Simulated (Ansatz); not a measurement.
**Active spaces for H2S, singlet**

Calculated in Ansatz's Gaussian-basis code. Basis cc-pV(T+d)Z on S, cc-pVTZ on H, nonrelativistic, no frozen core. State-specific CASSCF; RHF is the lowest restricted (open-shell) Hartree–Fock solution met. No symmetry is imposed, so a solution can break that of the shape. Lower solutions, or ones in other orbitals, may exist.

Geometry:

```xyz
3

S     0.0000    0.0000    0.1021
H     0.0000    0.9743   -0.8171
H     0.0000   -0.9743   -0.8171
```

(1) What do CASSCF and its corrections give against RHF in CAS(8,6), and what are the occupations?

Results:

(1) CASSCF -0.936 eV, SC-NEVPT2 -7.667 eV; occupations 2.00, 2.00, 1.98, 1.97, 0.03, 0.02.
